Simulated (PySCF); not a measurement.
# CH₃ + O₂ → HCO + H₂O

Level: PBE0 in the def2-TZVP basis family, all electrons, no relativity, computed in PySCF with density fitting; open shells unrestricted.

```csv
species,state and structure,E (Eh),ZPE (kJ/mol),H(298 K) − H(0) (kJ/mol),S° (J/(mol K))
CH₃,"doublet, D3h, C–H 1.080 Å (×3)",-39.79906,78.3,10.5,194.6
O₂,"triplet, D∞h, O–O 1.193 Å",-150.23561,10.3,8.7,204.9
HCO,"doublet, Cs, C–H 1.125 Å, C–O 1.169 Å; H–C–O 124.8°",-113.77155,34.5,10.0,224.2
H₂O,"singlet, C2v, O–H 0.960 Å (×2); H–O–H 105.1°",-76.37736,56.5,9.9,188.7
```

Question: What is the electronic reaction energy?

Answer: At PBE0/def2-TZVP, ΔE = -299.9 kJ/mol from the differences of the total energies times 2625.5, downhill. 

Question: Add zero-point, thermal and entropy terms for 298.15 K and 1 bar.

Answer: ΔZPE = 2.4 and Δ[H(298) − H(0)] = 0.7 kJ/mol give ΔH° = -296.8 kJ/mol. ΔS° = 13.4 J/(mol K), so ΔG° = -296.8 − 298.15 × (0.0134) = -301 kJ/mol.

Only the bonding shown was studied: isomers, or loss of a ligand pair, can lie lower.
